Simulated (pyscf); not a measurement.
Single points on ωB97X-D3(BJ)/def2-SVP structures (PySCF, gas phase). MP2 and CC: frozen core, UHF for open shells. ΔMP2 is the change of the MP2 total energy from the triple- to the quadruple-zeta basis.

### Question
For H₂O (SMILES O) + [O=SnH]• (SMILES [O]=[SnH]) → HO–SnH•–OH (SMILES [OH][SnH][OH]), an addition across a multiple bond or ene-type step (doublet surface; H–O broken, O–Sn, H–O formed), PBE/def2-TZVP gives ΔE‡ = -14.6 kcal/mol and ΔE = -44.0 kcal/mol (zero: the separated reactants). In which direction and how far do B3LYP-D3(BJ)/def2-TZVP, ωB97M-D3(BJ)/def2-TZVP, CCSD(T)/def2-TZVPP + ΔMP2(QZVPP) move these?

### Answer
B3LYP-D3(BJ): ΔE‡ = -10.2 kcal/mol, ΔE = -44.3 kcal/mol; ωB97M-D3(BJ): ΔE‡ = -9.7 kcal/mol, ΔE = -48.6 kcal/mol; CCSD(T): ΔE‡ = -8.2 kcal/mol, ΔE = -48.7 kcal/mol. PBE's barrier lies under all of them, by 4.4 to 6.4 kcal/mol. Its reaction energy lies over all of them, by 0.3 to 4.7 kcal/mol. Low barriers are usual for a GGA, whose delocalisation error favours stretched bonds. On the reactant side the descent ends in an adduct with a O–Sn contact, 15.4 kcal/mol under the separated species and 4.6 kcal/mol under the saddle at ωB97X-D3(BJ)/def2-TZVP. At PBE, B3LYP-D3(BJ), ωB97M-D3(BJ), CCSD(T) the saddle lies under the separated reactants, which points to a path from their complex (located at ωB97X-D3(BJ) alone). What is counted as formed (O–Sn) is already present as a longer contact in the reactant adduct; forming that adduct is a step of its own. At ωB97X-D3(BJ) the barrier from the zero used here is -10.8 kcal/mol. This is the saddle that the search found; another between the same sides may lie lower. The CCSD(T) − MP2 part came from Ansatz, without density fitting, on the same reference. An open-shell T1 diagnostic exceeds 0.045. The frozen core leaves the outer d or s,p core shells of the metals and heavy elements correlated in the MP2 and CC values, and def2-TZVPP describes them poorly, which can shift differences by a few kcal/mol. Elements past Kr carry the def2 core potentials, without spin-orbit coupling.
